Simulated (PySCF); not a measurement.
NaCl, SMILES [Na][Cl].

The structure is a stationary point at PBE-D3(BJ)/def2-TZVPD.

Two levels are set side by side: PBE/def2-TZVPD (PySCF) and r2SCAN/def2-TZVPD (PySCF). Same geometry, gas phase. Differences are taken from unrounded values.

```
quantity                     r2SCAN
---------------------------  ------
orbital gap (eV)               3.98
highest occupied level (eV)   -5.47
lowest empty level (eV)       -1.49
dipole moment (D)              8.92
mean polarisability (bohr³)    32.3
```

Task: What does PBE give, and how far is it from r2SCAN? (An estimate is asked for; the answer gives what the named calculation found.)

Result: 
```
quantity                       PBE  PBE minus r2SCAN
---------------------------  -----  ----------------
orbital gap (eV)              3.00             -0.98
highest occupied level (eV)  -5.27              0.20
lowest empty level (eV)      -2.27             -0.78
dipole moment (D)             8.57             -0.35
mean polarisability (bohr³)   36.5               4.2
```

Rough cost on one machine, each run with all the roots and properties that it gave: r2SCAN against PBE about 3 times.
